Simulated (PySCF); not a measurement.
**SiP at ROHF-CCSD**

Computed with ROHF-CCSD; PySCF, no relativity, basis sets Si def2-SVP, P def2-SVP.

| Quantity | Value |
| --- | --- |
| state | ²Π (doublet), unpaired electrons π ↑ |
| bond length | 2.084 Å |
| harmonic wavenumber | 634 cm⁻¹ |
| force constant | 3.49 mdyn/Å |
| rotational constant Be | 0.2640 cm⁻¹ |
| anharmonicity ωexe | 2.50 cm⁻¹ |
| vibration–rotation constant αe | 0.00134 cm⁻¹ |
| well depth De to Si + P | 2.71 eV |
| dissociation energy D0 | 2.67 eV |

Correlated steps freeze 10 core orbitals. Correlated levels converge slowly with the basis: in double zeta they bind strong bonds too weakly, by up to about 1 eV, and carry superposition errors of some tenths. The state was picked by a PBE0 search and need not be the measured ground state.
